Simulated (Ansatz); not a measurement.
**Al2H (doublet): from Hartree-Fock to the top rungs, def2-QZVPP**

The task here is to estimate one member of a computed series from the others.

Computed with Ansatz 0.2.0, Gaussian basis. Level: def2-QZVPP, core rule «outside noble gas», up to 10 orbitals frozen.

Plan: UHF; ROHF; CCSD(T) on UHF.

## The system

The geometry is a PBE0/def2-TZVP stationary point (not a proven minimum) of the parent state, kept for this charge and spin.

3 atoms, charge 0, spin multiplicity 2.

Atoms are counted from 1 here; the program's logs count them from 0.

Bond lengths: Al1–Al2 2.360 Å, Al1–H3 1.583 Å. Angles: Al2–Al1–H3 180.0°.

As a file:

| atom | x (Å) | y (Å) | z (Å) |
| --- | --- | --- | --- |
| Al1 | 0.00000 | 0.00000 | 0.25906 |
| Al2 | 0.00000 | 0.00000 | -2.10136 |
| H3 | 0.00000 | 0.00000 | 1.84230 |

The first run:

Input file in.yaml:

```yaml
crystal:
  periodic: [false, false, false]
  atoms:
    - {symbol: Al, position_ang: [0.000000, 0.000000, 0.259056]}
    - {symbol: Al, position_ang: [0.000000, 0.000000, -2.101360]}
    - {symbol: H, position_ang: [0.000000, 0.000000, 1.842303]}
basis:
  gaussian: {orbitals: "def2-QZVPP.json"}
magnetization: {spin_polarized: true, initial_magnetization: 1}
hamiltonian: {xc: hf}
output: {orbitals: {seedname: orbitals}}
```

Command:

```
$ ansatz run in.yaml --threads 1 --pin off --events-out ev --progress --plain --max-ram 2393MiB
```

Among the steps run: UHF; ROHF; CCSD(T) on UHF.

One table of the session follows, with a row left open; its other results are not shown here.

```
  method  from UCCSD(T) (meV)
    ROHF              +4348.5
     UHF              +4023.7
    UMP2              +1122.9
   UCCSD                    ?
UCCSD(T)                    0
```

Estimate the missing values for UCCSD.

**Answer.** from UCCSD(T) (meV): +185.1. In the column «from UCCSD(T) (meV)» it lies between UCCSD(T) (0) and UMP2 (+1122.9).

To keep in mind: The determinant is far from a pure spin state, so its energy mixes those of several spin states (harmless only where they are near-degenerate, as at dissociation).
